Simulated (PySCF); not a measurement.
# C3H3F: the cost of one run

The runs use PySCF 2.14.0, with density-fitted response routines of our own; the level of theory stands in each step. All values are computed, except where a source is named. Atoms count from 0, in the outputs and in this text.

### Step 1. Starting geometry

7 atoms, charge 0, multiplicity 1; geometry from: GFN2-xTB. The atoms were then displaced at random by about 0.01 Å, so the start is not that level's minimum.

Bonds of the start (Å): F0–C1 1.28, C1–C2 1.29, C2–C3 1.58, C3–C1 1.52, C2–H4 1.06, C3–H5 1.06, C3–H6 1.08.

### Step 2. Optimising the geometry at PBE0-D3(BJ)/def2-SVP

The job: settings as JSON, then the geometry in Å.

```
{"job": {"xc": "PBE0", "basis": "def2-SVP", "d3": "d3bj", "grid": 1, "shake": 0.01, "kind": "geom"}, "charge": 0, "multiplicity": 1}
F     -1.274160     1.651500    -0.246830
C     -0.608990     0.562070    -0.104070
C     -0.581360    -0.722850    -0.003620
C      0.802500     0.029780     0.057370
H     -1.031520    -1.678230     0.030330
H      1.435340    -0.005000    -0.793590
H      1.292140     0.133630     1.010480
```

Started as:

```console
$ OMP_NUM_THREADS=1 python probes_run.py task.json out
```

The driver reads the jobs from task.json and runs them one after another.

**Question.** How long does this first job take on 1 thread of Arm Neoverse N1, shared host, and how much memory does it need?

About 20 s, with a peak of 0.31 GiB.
